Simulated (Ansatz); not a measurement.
We consider CaB6-type CaB6, described by HSE06 in Ansatz (PAW).

Numerical settings: plane-wave cutoff 460 eV, 6×6×6 k mesh, Fermi–Dirac smearing 0.01 eV, scalar-relativistic PAW data made under PBE.

Cell (relaxed at this level):

```xyz
7
Lattice="4.1350 0.0000 0.0000 0.0000 4.1350 0.0000 0.0000 0.0000 4.1350" Properties=species:S:1:pos:R:3 pbc="T T T"
Ca     0.0000     0.0000     0.0000
B      3.2974     2.0675     2.0675
B      0.8375     2.0675     2.0675
B      2.0675     3.2974     2.0675
B      2.0675     0.8375     2.0675
B      2.0675     2.0675     3.2974
B      2.0675     2.0675     0.8375
```

Task: Predict the band gap and Γ–Γ gap.

Result: 
- band gap: 0.41 eV (on the SCF k mesh) (direct)
- Γ–Γ gap: 3.96 eV

Measured, for comparison: band gap 1 eV (temperature not stated, no zero-point or thermal correction; as tabulated in Wu et al. (2004), arXiv:cond-mat/0401246). Computed (rounded) less measured: band gap -0.59 eV.

Static lattice: no zero-point or thermal effects.

Ansatz is a quantum-chemistry and plane-wave program.
